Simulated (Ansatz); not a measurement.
**[BH2···H···BH2], doublet: the ladder up to UCCSDT(Q)**

Geometry: a point of a hydrogen-transfer path between rigid fragments, not a stationary point.

```xyz
7

B    -1.5070    0.0000    0.0000
H    -2.1037    1.0336    0.0000
H    -2.1037   -1.0336    0.0000
H    -0.3970    0.0000    0.0000
B     1.5520    0.0000    0.0000
H     2.0611    0.0000    1.0770
H     2.0611    0.0000   -1.0770
```

Basis cc-pVDZ; Ansatz 0.2.0. Only valence electrons are correlated (noble-gas cores frozen), which leaves 11 electrons in 51 orbitals. Prefix R: restricted or restricted open-shell reference; prefix U: unrestricted. Active spaces: frontier = (9e, 9o) about the gap; pair = (3e, 3o) about the gap.

Full CI isn't at hand for all of this; UCCSDT(Q) serves as the reference, and is uncertain by about the last step of the cluster series. The frozen core follows each run's orbitals, which can shift R against U totals by a few meV.

For open shells CISD is restricted-active-space CI with the open shells as a complete middle space.

```
UHF ⟨S²⟩                          : 0.756
T1 diagnostic (RCCSD)             : 0.0130
largest doubles amplitude (RCCSD) : 0.039
T1 diagnostic (UCCSD)             : 0.0085
```

```json
{"level": "RHF", "E − E(UCCSDT(Q)) (meV)": "5826", "share of correlation (%)": "0.00", "wall time": "–"}
{"level": "UHF", "E − E(UCCSDT(Q)) (meV)": "5765", "share of correlation (%)": "1.04", "wall time": "–"}
{"level": "RMP2", "E − E(UCCSDT(Q)) (meV)": "1315", "share of correlation (%)": "77.43", "wall time": "–"}
{"level": "UMP2", "E − E(UCCSDT(Q)) (meV)": "1312", "share of correlation (%)": "77.49", "wall time": "–"}
{"level": "CISD", "E − E(UCCSDT(Q)) (meV)": "508", "share of correlation (%)": "91.29", "wall time": "3 s"}
{"level": "RCCSD", "E − E(UCCSDT(Q)) (meV)": "112", "share of correlation (%)": "98.09", "wall time": "–"}
{"level": "UCCSD", "E − E(UCCSDT(Q)) (meV)": "111", "share of correlation (%)": "98.10", "wall time": "–"}
{"level": "RCCSD(T)", "E − E(UCCSDT(Q)) (meV)": "24", "share of correlation (%)": "99.58", "wall time": "4.6 s"}
{"level": "UCCSD(T)", "E − E(UCCSDT(Q)) (meV)": "24", "share of correlation (%)": "99.58", "wall time": "5.5 s"}
{"level": "BCCD(T)", "E − E(UCCSDT(Q)) (meV)": "24", "share of correlation (%)": "99.58", "wall time": "5.5 s"}
{"level": "RCCSDT", "E − E(UCCSDT(Q)) (meV)": "2", "share of correlation (%)": "99.96", "wall time": "–"}
{"level": "UCCSDT", "E − E(UCCSDT(Q)) (meV)": "2", "share of correlation (%)": "99.96", "wall time": "–"}
{"level": "RCCSDT(Q)", "E − E(UCCSDT(Q)) (meV)": "0", "share of correlation (%)": "100.00", "wall time": "78 s"}
{"level": "CASSCF (pair space)", "E − E(UCCSDT(Q)) (meV)": "5463", "share of correlation (%)": "6.23", "wall time": "–"}
{"level": "NEVPT2 (pair space)", "E − E(UCCSDT(Q)) (meV)": "1335", "share of correlation (%)": "77.09", "wall time": "2 s"}
{"level": "CASSCF (frontier space)", "E − E(UCCSDT(Q)) (meV)": "4308", "share of correlation (%)": "26.05", "wall time": "–"}
{"level": "NEVPT2 (frontier space)", "E − E(UCCSDT(Q)) (meV)": "1344", "share of correlation (%)": "76.93", "wall time": "9 s"}
```

The correlation energy at UCCSDT(Q), counted from RHF, is -5.826 eV. That run took 68 s on 1 thread of Arm Neoverse V2, shared host.

Times hold each run's SCF and search for its determinant on a shared host, so for small cases they say little of a method's own cost; they ran on 1 thread of Arm Neoverse V2.
